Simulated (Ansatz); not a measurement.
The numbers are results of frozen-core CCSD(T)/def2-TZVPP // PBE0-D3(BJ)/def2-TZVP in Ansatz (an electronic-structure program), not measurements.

Ansatz 0.2 input:
```yaml
crystal:
  periodic: [false, false, false]
  atoms:
    - { symbol: C, position_ang: [-1.298346, -0.002045, 0.044588] }
    - { symbol: C, position_ang: [0.000002, -0.000042, 0.000081] }
    - { symbol: C, position_ang: [1.298346, 0.002128, -0.044573] }
    - { symbol: H, position_ang: [-1.884659, -0.463859, -0.743026] }
    - { symbol: H, position_ang: [-1.830834, 0.457714, 0.870693] }
    - { symbol: H, position_ang: [1.874977, -0.804313, 0.396479] }
    - { symbol: H, position_ang: [1.840515, 0.810418, -0.524243] }
basis:
  gaussian: { orbitals: def2-TZVPP }
correlation:
  method: ccsd_t
```

Output:

```
Functional definition: HF
880 factors; integrals over basis functions are off by at most 7.1e-4 eV
mean field evaluation 1: about -3151.9602 eV, gradient 2.6e1 eV
mean field evaluation 2: about -3151.9662 eV, gradient 2.6e1 eV
mean field evaluation 4: about -3154.0293 eV, gradient 2.7e0 eV
mean field evaluation 8: about -3154.0601 eV, gradient 7.9e-2 eV
mean field evaluation 16: about -3154.0523 eV, gradient 7.1e-1 eV
mean field -3154.06017212 eV, -115.9095734266 hartree, gradient 2.4e-6 eV, S^2 0.000000; 0 other end points of the search recorded, 0 dependent functions left out
3 core orbitals not correlated
reference -3154.06017212 eV, -115.9095734266 hartree; 8, 8 occupied and 138, 138 virtual orbitals, 880 factors
second order -12.92653850 eV of doubles, -0.00000000 eV of singles
cycle   1  -13.22159917 eV  change   -3.0e-1 eV  update   8.1e-2
cycle   2  -13.58193130 eV  change   -3.6e-1 eV  update   2.7e-2
cycle   3  -13.66170243 eV  change   -8.0e-2 eV  update   1.3e-2
cycle   4  -13.65902037 eV  change    2.7e-3 eV  update   3.5e-3
cycle   5  -13.66051037 eV  change   -1.5e-3 eV  update   1.3e-3
cycle   6  -13.66073619 eV  change   -2.3e-4 eV  update   3.6e-4
cycle   7  -13.66075242 eV  change   -1.6e-5 eV  update   1.0e-4
cycle   8  -13.66080237 eV  change   -5.0e-5 eV  update   4.3e-5
cycle   9  -13.66081009 eV  change   -7.7e-6 eV  update   9.8e-6
perturbative correction -0.64814894 eV, -0.0238190342 hartree
Total energy: -3168.36913115 eV, -116.4354179720 hartree
```

Cost: around 20 core-seconds (rough).
